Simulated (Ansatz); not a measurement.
Cost against result

Saddle point of N2H5, doublet (NH₂ + NH₃ → NH₂ + NH₃; bonds formed: H1–N3; bonds broken: H1–N2), PBE0-D4/def2-TZVP structure:

H1  (-0.505, 0.255, -0.031)
N2  (-0.131, 0.263, -1.216)
N3  (-0.409, 0.010, 1.183)
H4  (0.052, -0.707, -1.472)
H5  (0.781, 0.718, -1.235)
H6  (0.453, 0.452, 1.503)
H7  (-0.241, -0.992, 1.269)
(Å)

Barriers are electronic and count from the start structure reached by relaxing down the imaginary mode. Spin–orbit coupling is left out.

Ansatz 0.2.0; basis: as named in each row; cores frozen in the correlated methods; orbitals are unrestricted. B3LYP uses VWN-RPA correlation. Extrapolation: Hartree–Fock as exp(−7.88 √X), correlation as X^−2.97.

Times are rough, for one single point on 2 threads of a shared host (Arm Neoverse V2).

The estimate by CCSD(T) at an estimated basis limit (MP2 extrapolated from triple and quadruple zeta, plus CCSD(T) − MP2 in triple zeta) is 14.08 kcal/mol.

| method | basis | time (s) | barrier (kcal/mol) | method less estimate |
| --- | --- | --- | --- | --- |
| HF | STO-3G | under 1 | 30.48 | 16.40 |
| PBE-D4 | STO-3G | under 1 | -14.64 | -28.72 |
| SPW92 | def2-SVP | under 1 | -9.89 | -23.98 |
| B3LYP-D4 | 6-31G | under 1 | 4.51 | -9.57 |
| PBE-D4 | def2-SVP | under 1 | -1.97 | -16.06 |
| SPW92 | def2-TZVPP | under 1 | -7.32 | -21.40 |
| PBE0-D4 | def2-SVP | under 1 | 6.67 | -7.41 |
| CCSD(T) | def2-SVP | 1 | 15.75 | 1.67 |
| PBE-D4 | def2-TZVPP | 1 | 0.72 | -13.36 |
| BLYP-D4 | def2-TZVPP | 1 | 2.45 | -11.63 |
| BHLYP-D4 | def2-TZVPP | 1 | 16.44 | 2.36 |
| PBE0-D4 | def2-TZVPP | 1 | 8.30 | -5.79 |
| B3LYP-D4 | def2-TZVPP | 1 | 8.09 | -5.99 |
| CAM-B3LYP-D4 | def2-TZVPP | 2 | 11.04 | -3.04 |
| B2PLYP | def2-TZVPP | 2 | 11.23 | -2.85 |
| r2SCAN-D4 | def2-TZVPP | 2 | 5.32 | -8.76 |
| PBE-QIDH | def2-TZVPP | 2 | 13.86 | -0.22 |
| RPA on PBE | def2-TZVPP | 2 | 11.02 | -3.06 |
| r2SCAN0-D4 | def2-TZVPP | 2 | 11.03 | -3.05 |
| wB97M-V | def2-SVP | 3 | 10.80 | -3.29 |
| B97M-V | def2-TZVPP | 4 | 8.89 | -5.19 |
| wB97M-V | def2-TZVPP | 4 | 12.66 | -1.42 |
| wB97X-V | def2-TZVPP | 4 | 12.33 | -1.75 |
| MP2 | def2-QZVPP | 8 | 15.28 | 1.20 |
| CCSD(T) | def2-TZVPP | 22 | 14.49 | 0.41 |

All methods are single points on the PBE0-D4 structures; a negative value means that the method puts the saddle structure below the start.

T1 diagnostic: at most 0.021. ⟨S²⟩ of the unrestricted Hartree–Fock references: 0.76 to 0.80 (a pure state has 0.75). The unrestricted reference is spin-contaminated, which hurts MP2 most.
